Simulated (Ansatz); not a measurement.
# CNSi: the cost of one run

Method: def2-QZVPP, core rule «outside noble gas», up to 7 orbitals frozen; program: Ansatz 0.2.0, Gaussian basis.

Plan: UHF; ROHF; CCSD(T) on UHF.

2 further runs of the same task are left out: 2 set aside as unsound or not needed.

## 1. The geometry

The geometry is a PBE0/def2-TZVP stationary point (not a proven minimum).

3 atoms, charge 0, spin multiplicity 2.

Atoms are counted from 1 here; the program's logs count them from 0.

Bond lengths: N1–C2 1.163 Å, C2–Si3 1.842 Å. Angles: N1–C2–Si3 180.0°.

## 2. UHF

in.yaml reads:

```yaml
crystal:
  periodic: [false, false, false]
  atoms:
    - {symbol: N, position_ang: [0.000000, 0.000000, -1.389100]}
    - {symbol: C, position_ang: [0.000000, 0.000000, -0.226600]}
    - {symbol: Si, position_ang: [0.000000, 0.000000, 1.615700]}
basis:
  gaussian: {orbitals: "def2-QZVPP.json"}
magnetization: {spin_polarized: true, initial_magnetization: 1}
hamiltonian: {xc: hf}
output: {orbitals: {seedname: orbitals}}
```

On the command line:

```
> ansatz run in.yaml --threads 1 --pin off --events-out ev --progress --plain --max-ram 2393MiB
```

What time and memory should one allow on 1 thread of Arm Neoverse V2, shared host?

About 18 s, with a peak of 0.4 GiB.
